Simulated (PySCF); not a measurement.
C5H12N (charge +1).
Atom-mapped SMILES: `[CH2:1]=[CH:2][C@H:3]([CH3:4])[NH2+:5][CH3:6]` (hydrogens: H7, H8 on C1; H9 on C2; H10 on C3; H11, H12, H13 on C4; H14, H15 on N5; H16, H17, H18 on C6)

The same species was optimised twice, with GFN2-xTB and with PBE0-D3(BJ)/def2-SVP (PySCF), and the same property calculations (PySCF, gas phase) were run on both structures.

| coordinate | GFN2-xTB | PBE0-D3(BJ)/def2-SVP | change |
| --- | --- | --- | --- |
| C1=C2 (Å) | 1.320 | 1.334 | +0.014 |
| C3–N5 (Å) | 1.515 | 1.526 | +0.011 |
| N5–C6 (Å) | 1.476 | 1.484 | +0.008 |
| C3–C4 (Å) | 1.520 | 1.515 | -0.005 |
| C2–C3 (Å) | 1.503 | 1.499 | -0.004 |
| C2–C3–C4 (°) | 111.2 | 113.5 | +2.3 |
| C3–N5–C6 (°) | 115.4 | 116.9 | +1.5 |
| C4–C3–N5 (°) | 109.9 | 110.5 | +0.6 |
| C2–C3–N5 (°) | 108.0 | 107.4 | -0.6 |
| C1–C2–C3 (°) | 123.6 | 123.4 | -0.2 |
| C1–C2–C3–C4 (°) | -122 | -131 | -9 |
| C2–C3–N5–C6 (°) | -166 | -171 | -5 |

Rotational constants: A = 5670, B = 2174, C = 1769 MHz (GFN2-xTB) against A = 5504, B = 2199, C = 1756 MHz (PBE0-D3(BJ)/def2-SVP). Point groups within 0.08 Å: C1 and C1.

On the GFN2-xTB structure: lowest singlet, TDDFT (eV) 7.32 [CAM-B3LYP/def2-SVPD]; isotropic polarisability (au) 65.0 [CAM-B3LYP/def2-SVPD]; HOMO (eV) -13.59 [CAM-B3LYP/def2-SVPD]; LUMO (eV) -3.55 [CAM-B3LYP/def2-SVPD].

Problem. What do these properties become on the PBE0-D3(BJ)/def2-SVP structure?

Solution. 
| property | level | on GFN2-xTB | on PBE0-D3(BJ)/def2-SVP | change |
| --- | --- | --- | --- | --- |
| lowest singlet, TDDFT (eV) | CAM-B3LYP/def2-SVPD | 7.32 | 7.33 | +0.01 |
| isotropic polarisability (au) | CAM-B3LYP/def2-SVPD | 65.0 | 66.3 | +1.3 |
| HOMO (eV) | CAM-B3LYP/def2-SVPD | -13.59 | -13.62 | -0.03 |
| LUMO (eV) | CAM-B3LYP/def2-SVPD | -3.55 | -3.56 | -0.01 |
| energy, GFN2-xTB geometry as zero (kcal/mol) | CAM-B3LYP/def2-SVPD | 0.0 | -1.1 | -1.1 |

The heavy atoms differ by 0.060 Å rms after alignment. Among bonds between heavy atoms C1=C2 changes most (+0.014 Å). Changes are differences of the printed values. Neither structure is proved a minimum here. One conformer (not necessarily the lowest) at the PBE0-D3(BJ)/def2-SVP geometry, without solvent, vibrations or thermal averaging.

Shape of the structure used: `[CH2:1]=[CH:2][C@H:3]([CH3:4])[NH2+:5][CH3:6]`: C1–C2–C3–C4 -131°, C2–C3–N5–C6 -171°.
